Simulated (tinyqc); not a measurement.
Worked calculation: coupled-perturbed Hartree-Fock on RHF in the sto-3g basis, for H2F+, spin multiplicity 1. One step of it, computed by the program tinyqc.

Problem. Iteration 8 (converged): orbitals. Diagonalise F' = X^T F X, C = X C', fill 5 alpha and 5 beta electrons from the bottom; D = 2 C_occ C_occ^T. Each column has its largest component positive (the first on a tie).

converged F (hartree):
```
             1F 1s      1F 2s     1F 2px     1F 2py     1F 2pz      2H 1s      3H 1s
1F 1s   -26.538353  -6.768656   0.000000   0.000000  -0.019157  -0.820579  -0.820579
1F 2s    -6.768656  -3.549084   0.000000   0.000000  -0.074119  -0.905914  -0.905914
1F 2px    0.000000   0.000000  -0.976727   0.000000   0.000000   0.000000   0.000000
1F 2py    0.000000   0.000000   0.000000  -0.865459   0.000000  -0.462458   0.462458
1F 2pz   -0.019157  -0.074119   0.000000   0.000000  -0.913211  -0.329614  -0.329614
2H 1s    -0.820579  -0.905914   0.000000  -0.462458  -0.329614  -0.674771  -0.215049
3H 1s    -0.820579  -0.905914   0.000000   0.462458  -0.329614  -0.215049  -0.674771
```

X:
```
            1F 1s      1F 2s    1F 2px     1F 2py     1F 2pz      2H 1s      3H 1s
1F 1s    1.023312  -0.132360  0.000000   0.000000  -0.003916   0.015265   0.015265
1F 2s   -0.132360   1.102488  0.000000   0.000000   0.035282  -0.166125  -0.166125
1F 2px   0.000000   0.000000  1.000000   0.000000   0.000000   0.000000   0.000000
1F 2py   0.000000   0.000000  0.000000   1.046395   0.000000  -0.134404   0.134404
1F 2pz  -0.003916   0.035282  0.000000   0.000000   1.015499  -0.073274  -0.073274
2H 1s    0.015265  -0.166125  0.000000  -0.134404  -0.073274   1.074283  -0.048706
3H 1s    0.015265  -0.166125  0.000000   0.134404  -0.073274  -0.048706   1.074283
```

Give: F' = X^T F X; orbital energies; coefficients C; D after iteration 8.

Solution.

F' = X^T F X (hartree):
```
          1        2        3        4        5        6        7
1  -26.0630  -3.4267   0.0000   0.0000  -0.0351  -0.0737  -0.0737
2   -3.4267  -2.2599   0.0000   0.0000   0.0271  -0.3776  -0.3776
3    0.0000   0.0000  -0.9767   0.0000   0.0000   0.0000   0.0000
4    0.0000   0.0000   0.0000  -0.7041   0.0000  -0.3690   0.3690
5   -0.0351   0.0271   0.0000   0.0000  -0.8529  -0.2350  -0.2350
6   -0.0737  -0.3776   0.0000  -0.3690  -0.2350  -0.3778  -0.0460
7   -0.0737  -0.3776   0.0000   0.3690  -0.2350  -0.0460  -0.3778
```

orbital energies (hartree): MO1 -26.5477, MO2 -1.9552, MO3 -1.0720, MO4 -0.9894, MO5 -0.9767, MO6 -0.1073, MO7 0.0361

coefficients C:
```
            MO1      MO2      MO3      MO4     MO5      MO6      MO7
1F 1s    0.9949  -0.2534   0.0000   0.0544  0.0000   0.0909   0.0000
1F 2s    0.0216   0.9690   0.0000  -0.2697  0.0000  -0.5266   0.0000
1F 2px   0.0000   0.0000   0.0000   0.0000  1.0000   0.0000   0.0000
1F 2py   0.0000   0.0000   0.7457   0.0000  0.0000   0.0000   0.7583
1F 2pz   0.0017   0.0729   0.0000   0.8835  0.0000  -0.5073   0.0000
2H 1s   -0.0033   0.0783   0.3477   0.2246  0.0000   0.7089  -0.7264
3H 1s   -0.0033   0.0783  -0.3477   0.2246  0.0000   0.7089   0.7264
```

D after iteration 8:
```
          1F 1s    1F 2s  1F 2px   1F 2py   1F 2pz    2H 1s    3H 1s
1F 1s    2.1138  -0.4775  0.0000   0.0000   0.0624  -0.0217  -0.0217
1F 2s   -0.4775   2.0242  0.0000   0.0000  -0.3352   0.0303   0.0303
1F 2px   0.0000   0.0000  2.0000   0.0000   0.0000   0.0000   0.0000
1F 2py   0.0000   0.0000  0.0000   1.1121   0.0000   0.5186  -0.5186
1F 2pz   0.0624  -0.3352  0.0000   0.0000   1.5717   0.4083   0.4083
2H 1s   -0.0217   0.0303  0.0000   0.5186   0.4083   0.3550  -0.1286
3H 1s   -0.0217   0.0303  0.0000  -0.5186   0.4083  -0.1286   0.3550
```
